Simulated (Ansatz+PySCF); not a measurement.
## singlet BH4(-): levels of theory in one basis

| atom | x (Å) | y (Å) | z (Å) |
| --- | --- | --- | --- |
| B | -0.0089 | -0.0044 | -0.0010 |
| H | 0.7185 | 0.7275 | 0.7307 |
| H | 0.7264 | -0.7250 | -0.7321 |
| H | -0.7304 | 0.7271 | -0.7282 |
| H | -0.7256 | -0.7325 | 0.7240 |

Basis set: def2-SVP (spherical functions). Left uncorrelated: 1 orbital. Charge -1, multiplicity 1.

Computed with Ansatz (development build ahead of 0.2.0); each method stands on the lowest determinant of its kind that the runs found. NEVPT2 correlates all electrons. Active spaces start from the frontier orbitals, and the lowest solution found is given.

```tsv
method	E − E(RHF) (eV)	<S²> of the determinant
RHF	0.00	0.00
RHF-MP2	-3.61	–
RHF-CCSD	-4.36	–
CASSCF(8,8)	-1.63	–
SC-NEVPT2(8,8)	-3.68	–
```

What does RHF-CCSD(T) give on the same scale?

-4.44 eV.

Is a single determinant a sound starting point here?

By this sign, yes. Unrestricted orbitals gain 0.00 eV and <S²> is 0.00 against 0.00 for a pure state. The CASSCF(8,8) natural occupations are 1.98, 1.98, 1.98, 1.98, 0.02, 0.02, 0.02, 0.02.

Caution: no diffuse functions for an anion.
